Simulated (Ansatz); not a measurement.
# GdCl3: one state, many levels

An exercise on one series of results from a longer session: the logs are not shown, and one member is left open.

The runs use Ansatz 0.2.0, Gaussian basis; as each input shows.

Plan: PBE-D4/def2-TZVP, r2SCAN-D4/def2-TZVP, B97M-V/def2-TZVP, BLYP-D4/def2-TZVP, LC-ωPBE/def2-TZVP, BHLYP-D4/def2-TZVP, ωB97X-V/def2-TZVP, PBE-D4/def2-SVP, PBE0-D4/def2-SVP, CCSD(T)/def2-SVP, MP2/def2-TZVP, RPA/def2-TZVP.

**The structure**

The geometry is that of the octet, from an earlier relaxation (PBE-D4/def2-SVP).

4 atoms, charge 0, spin multiplicity 8.

Atoms are counted from 1 here; the program's logs count them from 0.

Bond lengths: Gd1–Cl2 2.455 Å, Gd1–Cl3 2.455 Å, Gd1–Cl4 2.455 Å. Angles: Cl2–Gd1–Cl3 114.1°, Cl2–Gd1–Cl4 114.1°, Cl3–Gd1–Cl4 114.1°.

Coordinates:

```csv
atom,x (Å),y (Å),z (Å)
Gd1,-0.00487,-0.00132,0.45608
Cl2,2.37959,-0.02196,-0.12656
Cl3,-1.16806,2.07108,-0.15851
Cl4,-1.20665,-2.04779,-0.17102
```

Gd takes a core potential in the def2 sets. No spin-orbit coupling is included.

PBE0-D4/def2-TZVP was run before; its log isn't repeated, and its numbers join the tables.

The first run:

start.molden holds the orbitals of an earlier run on this state, given as this run's starting guess.

in.yaml

```yaml
crystal:
  periodic: [false, false, false]
  atoms:
    - {symbol: Gd, position_ang: [-0.004875, -0.001322, 0.456079]}
    - {symbol: Cl, position_ang: [2.379593, -0.021960, -0.126556]}
    - {symbol: Cl, position_ang: [-1.168060, 2.071076, -0.158508]}
    - {symbol: Cl, position_ang: [-1.206648, -2.047794, -0.171015]}
basis:
  gaussian: {orbitals: def2-TZVP, initial_orbitals: start.molden}
magnetization: {spin_polarized: true, initial_magnetization: 7}
hamiltonian: {xc: pbe, dispersion: d4}
scf: {omitted_lower_state_checks: [starts]}
output: {forces: true, orbitals: {seedname: orbitals}}
```

The run is started by

```bash
ansatz run in.yaml --threads 4 --pin off --events-out ev --progress --plain --max-ram 8704MiB
```

Steps of the session up to this table: PBE-D4/def2-TZVP; r2SCAN-D4/def2-TZVP; B97M-V/def2-TZVP; BLYP-D4/def2-TZVP; LC-ωPBE/def2-TZVP; BHLYP-D4/def2-TZVP; ωB97X-V/def2-TZVP; PBE-D4/def2-SVP; PBE0-D4/def2-SVP; CCSD(T)/def2-SVP; MP2/def2-TZVP; RPA/def2-TZVP.

One table of the session follows, with a row left open; its other results are not shown here.

| level | HOMO (eV) | LUMO (eV) | gap (eV) |
| --- | --- | --- | --- |
| PBE-D4/def2-SVP | ? | ? | ? |
| PBE-D4/def2-TZVP | -7.56 | -5.05 | 2.51 |
| BLYP-D4/def2-TZVP | -7.38 | -4.92 | 2.46 |
| r2SCAN-D4/def2-TZVP | -7.91 | -3.51 | 4.40 |
| B97M-V/def2-TZVP | -7.95 | -3.78 | 4.17 |
| PBE0-D4/def2-SVP | -8.68 | -2.92 | 5.76 |
| PBE0-D4/def2-TZVP | -8.93 | -3.04 | 5.89 |
| BHLYP-D4/def2-TZVP | -10.13 | -2.50 | 7.63 |
| LC-ωPBE/def2-TZVP | -11.70 | -1.05 | 10.65 |
| ωB97X-V/def2-TZVP | -11.31 | -1.23 | 10.08 |

Estimate the missing values for PBE-D4/def2-SVP.

**Answer.** HOMO (eV): -7.27; LUMO (eV): -4.80; gap (eV): 2.47. In the column «HOMO (eV)» it is the highest.
